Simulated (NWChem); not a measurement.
hydrogen peroxide (H2O2); SMILES OO

```xyz
4

O      0.0626    -0.7065    -0.0547
O     -0.0626     0.7065    -0.0547
H     -0.7294    -0.9624     0.4375
H      0.7294     0.9624     0.4375
```
Atoms are numbered in this order, from 1.

The geometry was optimised at PBE0/def2-SVP.

Symmetry labels are those of C2 in the frame above (b1 and b2, or b-type labels, depend on it).

List the 4 lowest vertical singlet excitations from CAM-B3LYP/def2-SVPD, TDA (NWChem).


```json
[
 {"state": "S1", "energy (eV)": "6.36", "oscillator strength": "0.004", "symmetry": "a", "leading excitation (squared amplitude)": "HOMO → LUMO+1 (0.80)"},
 {"state": "S2", "energy (eV)": "7.03", "oscillator strength": "0.004", "symmetry": "b", "leading excitation (squared amplitude)": "HOMO → LUMO (0.97)"},
 {"state": "S3", "energy (eV)": "7.73", "oscillator strength": "0.019", "symmetry": "b", "leading excitation (squared amplitude)": "HOMO−1 → LUMO+1 (0.80)"},
 {"state": "S4", "energy (eV)": "8.10", "oscillator strength": "0.013", "symmetry": "a", "leading excitation (squared amplitude)": "HOMO−1 → LUMO (0.57)"}
]
```
